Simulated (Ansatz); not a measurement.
Cartesian coordinates in Å:
```
C -1.027 -1.812 -0.600
C -0.438 -0.791 -0.391
C 0.292 0.436 -0.105
O -0.141 1.433 -0.931
F 1.636 0.203 -0.308
S 0.074 0.977 1.636
H -1.554 -2.717 -0.791
H 0.300 2.250 -0.668
H 0.857 0.020 2.157
```

The species carries charge 0 and has multiplicity 1.

(1) List the B3LYP/def2-TZVPP orbital energies in eV (Ansatz 0.2.0). (Estimate.)

## Answers

(1) Computed: Occupied: -2418.46, -672.01, -521.89, -282.28, -277.49, -277.41, -216.46, -161.04, -160.95, -160.78, -33.71, -29.64, -22.19, -20.81, -18.98, -15.85, -15.76, -14.49, -14.27, -12.45, -11.58, -11.02, -9.95, -9.42, -8.54, -8.41, -7.32. Lowest empty: -0.84, -0.12, 0.38, 1.14, 1.42, 1.70, 2.79, 3.84.

B3LYP here is the variant with VWN-RPA as its local correlation; programs differ in this.
